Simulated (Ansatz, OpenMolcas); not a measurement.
**BH2O (SMILES B[O]): methods side by side**

BH2O has 4 atoms, charge 0, and is taken as a doublet. SMILES: `B[O]`. Geometry: relaxed at PBE0-D4/def2-TZVP.

```xyz
4

B    -0.0011   -0.0103   -0.0151
O     1.0253   -0.3408    0.6769
H    -1.0526   -0.5877    0.1516
H     0.0839    0.8785   -0.8336
```

Each level gives the energy change with the B1–H3 bond stretched from 1.211 to 1.514 Å (eV). The values are calculated.

```tsv
level	kind	program	value (eV)	less FCI/STO-3G	CPU time (all runs)
ROHF/STO-3G	Hartree–Fock	OpenMolcas	1.38	+0.49	3.5 s
USVWN5/STO-3G	LDA	Ansatz	0.87	-0.02	0.91 s
UPBE/STO-3G	GGA	OpenMolcas	0.84	-0.05	6.8 s
UPBE0/STO-3G	global hybrid	Ansatz	1.01	+0.12	1.6 s
UB2PLYP/STO-3G	double hybrid	Ansatz	1.03	+0.14	1.9 s
RPA@PBE/STO-3G	RPA	Ansatz	0.85	-0.04	1.7 s
CASSCF(3,3)/STO-3G	multireference	OpenMolcas	1.39	+0.50	4.3 s
UCCSDTQ/STO-3G	coupled cluster or CI	Ansatz	0.89	0.00	60 s
FCI/STO-3G	exact in the basis	Ansatz	0.89	0.00	0.74 s
```

FCI/STO-3G is exact within its basis and frozen core, so for wave-function methods in that basis the difference is their error; functionals converge differently with the basis, so for them it is only a difference. The first shape isn't each level's own minimum. The values span 0.84 to 1.39 eV. All rows use very small basis sets, so none should be taken for the real molecule's value. CPU times are rough (shared hosts, several kinds of processor and program).
